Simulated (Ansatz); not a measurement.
**Telling isomers of CH4NS− apart by their spectra**

These gas-phase data were calculated for one isomer of CH4NS− at PBE0-D3(BJ)/def2-SVPD (harmonic, unscaled wavenumbers; equilibrium rotational constants with average atomic masses):

| Property | Result |
| --- | --- |
| rotational constants | 34.76, 5.57, 5.076 GHz |
| all wavenumbers above 1500 cm⁻¹ | 3556, 3490, 3049, 3007, 1637 |

Candidates:

(1) `NC[S-]`, a singlet
(2) `CS[NH-]`, a singlet
(3) `CN[S-]`, a singlet

Problem. Which structure fits?

Solution. Candidate (1). 2 modes lie between 3250 and 3800 cm⁻¹, one for each N–H bond, while (2) has 1, (3) has 1.

The same quantities for all candidates:

```
     rotational constants (GHz)   wavenumbers above 1500 cm⁻¹  E above the lowest, PBE0-D3(BJ)/def2-SVPD (kcal/mol)
(1)          34.76, 5.57, 5.076  3556, 3490, 3049, 3007, 1637                                                   0.0
(2)          23.07, 7.598, 6.06        3391, 3088, 3073, 2976                                                  43.5
(3)          38.25, 5.828, 5.29        3548, 3077, 2986, 2901                                                  19.5
```

Harmonic stretches to hydrogen usually lie a few per cent above observed fundamentals. Each candidate is one conformer. Programs: Ansatz 0.2.0.
